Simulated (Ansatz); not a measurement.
```yaml
crystal:
  periodic: [false, false, false]
  atoms:
    - {symbol: V, position_ang: [0.000000, 0.000000, 0.000000]}
    - {symbol: C, position_ang: [0.000000, 0.000000, 2.210000]}
basis:
  gaussian: {orbitals: def2-TZVP}
magnetization: {spin_polarized: true, initial_magnetization: 3}
hamiltonian: {xc: pbe0}
relax: {f_tol: 0.004, max_steps: 80}
```

```sh
$ ansatz run in.yaml --threads 1 --pin off --events-out ev --progress --plain --max-ram 2176MiB
```

Steps of the relaxation (energy above the last step; positions in Å, forces in eV/Å):

```
2
step 1, 1065.2 meV
V     0.000    0.000    0.000    0.000    0.000    2.209
C     0.000    0.000    2.210    0.000    0.000   -2.209
```

```
2
step 2, 502.9 meV
V     0.000    0.000    0.130    0.000    0.000    2.204
C     0.000    0.000    2.080    0.000    0.000   -2.204
```

```
2
step 3, 109.4 meV
V     0.000    0.000    0.325    0.000    0.000   -2.913
C     0.000    0.000    1.885    0.000    0.000    2.913
```

```
2
step 4, 29.5 meV
V     0.000    0.000    0.256    0.000    0.000    0.990
C     0.000    0.000    1.954    0.000    0.000   -0.990
```

```
2
step 5, 1.6 meV
V     0.000    0.000    0.277    0.000    0.000    0.267
C     0.000    0.000    1.933    0.000    0.000   -0.267
```

```
2
step 7, 0.0 meV
V     0.000    0.000    0.283    0.000    0.000    0.000
C     0.000    0.000    1.927    0.000    0.000    0.000
```

Close pairs at the end: V1–C2 1.643 Å.

A stationary point of unrestricted PBE0 after 7 steps, with ⟨S²⟩ = 3.990 against 3.75 for a pure state. 2.3 min on 1 thread of Arm Neoverse V1, shared host.
